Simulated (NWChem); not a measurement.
System: silicon monoxide (SiO, singlet); SMILES O=[Si]

Input file for NWChem:

```
start job
memory heap 200 mb stack 900 mb global 1100 mb
geometry units angstroms
  Si     0.000000     0.000000     0.548651
  O      0.000000     0.000000    -0.960088
end
basis spherical
  * library pcseg-1
end
dft
  xc hfexch
  iterations 150
end
driver
  maxiter 120
end
task dft optimize
task dft freq
```

Low-valent species are run as closed-shell singlets; no triplet was tried in these runs.

The level has its own optimisation; frequencies are unscaled.

Predict the main results of this run. (Hartree-Fock/pcseg-1.) Quantities: basis functions; r O–Si (Å); highest harmonic frequency (cm⁻¹); zero-point energy (kcal/mol); dipole (D).


```yaml
number_of_basis_functions: 32
r O–Si (Å): 1.492
highest harmonic frequency (cm⁻¹): 1387
zero-point energy (kcal/mol): 2.0
dipole (D): 3.52
```
